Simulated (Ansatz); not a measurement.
C2H5NOS can be A, `OC1NCS1`, or B, `N=C(S)CO`.

Gas-phase electronic energies from Ansatz, PBE0-D4/def2-TZVP geometries. CCSD(T)/CBS is the MP2 limit (def2-TZVPP, def2-QZVPP) plus CCSD(T) − MP2 in def2-TZVPP, frozen cores. DFT in def2-TZVPP. B3LYP here is the variant with VWN-RPA as its local correlation; programs differ in this. One conformer a species, not always the lowest.

(1) Which is lower in electronic energy at CCSD(T)/CBS, and by how much? (Best estimate.)

(2) Give E(B) − E(A) in kJ/mol with B3LYP, PBE-D4, CCSD/def2-TZVPP, PBE0-D4, MP2/def2-TZVPP, r2SCAN-D4, B2PLYP. (Estimate.)

Largest T1 diagnostic: 0.013.

Results:

(1) The calculation gave: B, by 50.7 kJ/mol.

(2) The calculation gave: B3LYP -61.6, PBE-D4 -49.3, CCSD/def2-TZVPP -52.3, PBE0-D4 -40.4, MP2/def2-TZVPP -49.3, r2SCAN-D4 -57.0, B2PLYP -58.8. None reverses the order clearly.

From PBE to PBE0 (25 % exact exchange), in def2-TZVPP and without D4, E(B) − E(A) moves by +9.1 kJ/mol. In def2-TZVPP, CCSD(T) changes the Hartree–Fock value by +5.4 kJ/mol (the triples alone add −1.7 kJ/mol) and MP2 by +10.1 kJ/mol.
